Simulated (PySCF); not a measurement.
**Nitrogen: a sound run and one with changed settings**

Sound run: N [He] 2s2 2p3, N+ [He] 2s2 2p2. All numbers are calculated (PySCF 2.14, scalar relativity by spin-free X2C-1e, in cc-pVTZ-DK). In the sound run the correlated levels freeze 1s2. The sound run starts from symmetry-adapted Hartree-Fock orbitals and uses a fine grid where one is needed.

A second run was set up differently.

```csv
species,method,sound run (hartree),changed run (hartree),converged
N,MP2,-54.52586,-54.45307,yes
N,CCSD(T),-54.54395,-54.45800,yes
N+,MP2,-53.99117,-53.92712,yes
N+,CCSD(T),-54.01378,-53.92889,yes
```

Ionisation energy of N:

```json
{"method": "UHF", "sound run (eV)": "13.884", "changed run (eV)": "13.884"}
{"method": "MP2", "sound run (eV)": "14.550", "changed run (eV)": "14.312"}
{"method": "SCS-MP2", "sound run (eV)": "14.295", "changed run (eV)": "14.027"}
{"method": "CCSD", "sound run (eV)": "14.408", "changed run (eV)": "14.393"}
{"method": "CCSD(T)", "sound run (eV)": "14.427", "changed run (eV)": "14.398"}
```

(1) What was changed?
A. minimal basis
B. all electrons correlated in a valence basis
C. too few SCF iterations
D. a valence shell is frozen

Results:

(1) D. Freezing a valence shell removes pair correlation that changes on ionisation.
